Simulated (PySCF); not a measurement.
Species: propiolamide, C3H3NO.
Bonds: C1–C2 (triple), C2–C3, C3–N4, C3–O5 (double). Hydrogens: H6 on C1; H7, H8 on N4.

Structure optimised with GFN2-xTB, isolated species.

Q: What internal coordinates does the optimisation give?

A: 
```
        bond  length (Å)
       C1≡C2       1.199
       C2–C3       1.450
       C3–N4       1.357
       C3=O5       1.209
       C1–H6       1.051
N4–H7, N4–H8       1.005
```

Bonds in one row agree within 0.01 Å and their mean is given. A selection of angles:
```
   angle  degrees
C2–C1–H6    179.1
C1–C2–C3    176.2
C2–C3–N4    112.9
C2–C3–O5    123.3
N4–C3–O5    123.8
C3–N4–H7    118.7
C3–N4–H8    122.0
H7–N4–H8    119.3
```

The C–C distances run from 1.199 Å (C1≡C2, drawn triple) to 1.450 Å (C2–C3, drawn single), a spread of 0.251 Å. N4 (amide nitrogen) is planar (angles 122.0°, 119.3° and 118.7°, sum 360.0°, 0.00 Å off the plane of its three neighbours). The 5 heavy atoms lie in one plane (0.000 Å rms).

Point group: Cs (every atom within 0.08 Å of its image). No GFN2-xTB frequencies stand behind this structure, so it isn't proved a minimum.

Conformer computed: `[CH:1]#[C:2][C:3]([NH2:4])=[O:5]`: H–N4–C3–C2 180°, H–N4–C3–C2 0°.
